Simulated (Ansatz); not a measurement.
# AlC+ (triplet): the correlation ladder, cc-pVDZ

Aim: climb from Hartree-Fock through coupled cluster and multireference methods for AlC+ (triplet) at one geometry and basis, and see what each rung misses.

Computed with Ansatz 0.2.0, Gaussian basis. Level: cc-pVDZ, core rule «outside noble gas», up to 6 orbitals frozen.

To be run: UHF; CCSD(T) on ROHF; CCSD(T) on UHF; BCCD(T) on ROHF; CISD; CCSDT(Q) on ROHF; CCSDT(Q) on UHF; CISDTQ; CASSCF and MRCISD+Q, 6 electrons in 8 orbitals; CASSCF and NEVPT4(SD), 6 electrons in 8 orbitals; CASSCF and NEVPT2, 6 electrons in 8 orbitals; Full CI.

11 further runs of the same task are left out: 4 that didn't finish, 7 set aside as unsound or not needed.

## (1) The system

The geometry is a PBE0/def2-TZVP stationary point (not a proven minimum) of the parent state, kept for this charge and spin.

2 atoms, charge 1, spin multiplicity 3.

Atoms are counted from 1 here; the program's logs count them from 0.

Bond lengths: Al1–C2 1.956 Å.

Coordinates:

```
Al    0.0000    0.0000    0.0000
C     0.0000    0.0000    1.9559
```

## (2) UHF

in.yaml reads:

```yaml
crystal:
  periodic: [false, false, false]
  atoms:
    - {symbol: Al, position_ang: [0.000000, 0.000000, 0.000000]}
    - {symbol: C, position_ang: [0.000000, 0.000000, 1.955903]}
basis:
  gaussian: {orbitals: cc-pVDZ}
total_charge: 1
magnetization: {spin_polarized: true, initial_magnetization: 2}
hamiltonian: {xc: hf}
output: {orbitals: {seedname: orbitals}}
```

The run is started by

```bash
ansatz run in.yaml --threads 1 --pin off --events-out ev --progress --plain --max-ram 2393MiB
```

Further steps of the session: CCSD(T) on ROHF; CCSD(T) on UHF; BCCD(T) on ROHF; CISD; CCSDT(Q) on ROHF; CCSDT(Q) on UHF; CISDTQ; CASSCF and MRCISD+Q, 6 electrons in 8 orbitals; CASSCF and NEVPT4(SD), 6 electrons in 8 orbitals; CASSCF and NEVPT2, 6 electrons in 8 orbitals; Full CI.

**Question.** What will the summary of the whole plan be? Wanted: FCI below the RHF energy; RMP2 from FCI; UMP2 from FCI; RCCSD from FCI; RCCSD(T) from FCI; UCCSD(T) from FCI; RCCSDT(Q) from FCI; UCCSDT(Q) from FCI; NEVPT2 valence from FCI.

The runs gave:

| quantity | value |
| --- | --- |
| FCI below the RHF energy | -4.4026 eV |
| RMP2 from FCI | +1392.1 meV |
| UMP2 from FCI | +1099.3 meV |
| RCCSD from FCI | +280.0 meV |
| RCCSD(T) from FCI | +78.9 meV |
| UCCSD(T) from FCI | +122.6 meV |
| RCCSDT(Q) from FCI | +1.4 meV |
| UCCSDT(Q) from FCI | -2.7 meV |
| NEVPT2 valence from FCI | +400.6 meV |
| NEVPT4(SD) valence from FCI | +52.1 meV |
| MRCISD+Q valence from FCI | +15.8 meV |
| levels within 1 kcal/mol (43 meV) | RCCSDT, UCCSDT, CISDTQ, RCCSDT(Q), UCCSDT(Q), MRCISD+Q valence |
| T1 diagnostic | 0.091 |
| effectively unpaired electrons | 2.46 |

In words: RCCSD(T) misses by +78.9 meV, 1.8 % of the correlation energy. CCSD(T) misses by +78.9 meV on the restricted determinant and by +122.6 meV on the unrestricted one; the two need not hold the same state or core. UCCSDT(Q) falls below full CI: unrestricted runs freeze a spin-polarised core, another one than full CI's, and coupled cluster isn't variational. The occupations show some static correlation. Of the multireference levels listed MRCISD+Q valence comes nearest in total energy (+15.8 meV), which doesn't show that its space is the better one. These misses are within one basis, not against nature; the frozen cores of restricted and unrestricted runs differ, which can shift their rows.
